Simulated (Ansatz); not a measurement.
# BH₃O₃: small, medium and large basis sets

How large a basis does BH₃O₃ need? Two functionals are run in growing sets.

Program: Ansatz 0.2.0, Gaussian basis. Level of theory: one geometry, several basis sets. These are calculated values, not measurements.

Levels to be run: PBE0-D4/def2-SVP; ωB97M-V/def2-SVP; PBE0-D4/def2-QZVPP; ωB97M-V/def2-QZVPP; the functionals' def2-TZVPP values are taken from earlier runs.

### 1 Structure used throughout

An earlier PBE0-D4 in a triple-zeta def2 set relaxation fixed the geometry.

SMILES `OB(O)O`, 7 atoms, charge 0, spin multiplicity 1.

Atoms are counted from 1 here; the program's logs count them from 0.

Bond lengths: O1–B2 1.367 Å, O1–H5 0.957 Å, B2–O3 1.360 Å, B2–O4 1.376 Å, O3–H6 0.959 Å, O4–H7 0.957 Å. Angles: B2–O1–H5 115.3°, O1–B2–O3 116.5°, O1–B2–O4 125.2°, O3–B2–O4 118.3°, B2–O3–H6 111.6°, B2–O4–H7 115.8°.

### 2 PBE0-D4 in def2-SVP

Contents of in.yaml:

```yaml
crystal:
  periodic: [false, false, false]
  atoms:
    - {symbol: O, position_ang: [-1.109677, 0.802563, 0.321870]}
    - {symbol: B, position_ang: [-0.012210, -0.006765, 0.228678]}
    - {symbol: O, position_ang: [0.501182, -0.469281, 1.400087]}
    - {symbol: O, position_ang: [0.600707, -0.381269, -0.945383]}
    - {symbol: H, position_ang: [-1.457362, 1.118645, -0.511461]}
    - {symbol: H, position_ang: [1.266840, -1.028219, 1.254513]}
    - {symbol: H, position_ang: [0.210520, -0.035674, -1.748293]}
basis:
  gaussian: {orbitals: def2-SVP}
hamiltonian: {xc: pbe0, dispersion: d4}
output: {orbitals: {seedname: orbitals}}
```

After this run come: ωB97M-V in def2-SVP; PBE0-D4 in def2-QZVPP; ωB97M-V in def2-QZVPP.

**Question.** What will the summary of the whole plan be? Wanted: PBE0-D4: double and triple zeta above quadruple; ωB97M-V: double and triple zeta above quadruple.

The runs gave:

```
                                       quantity          value
PBE0-D4: double and triple zeta above quadruple  8.75, 0.41 eV
ωB97M-V: double and triple zeta above quadruple  8.91, 0.39 eV
```

PBE0-D4 gains 8.34 eV from double to triple zeta, then 0.41 eV more. These are total energies; as a rule much of such shifts cancels in differences, which this series doesn't test. The LUMO of ωB97M-V is positive and keeps falling with the basis (2.58 to 1.09 eV): an unbound level that the basis holds in place.
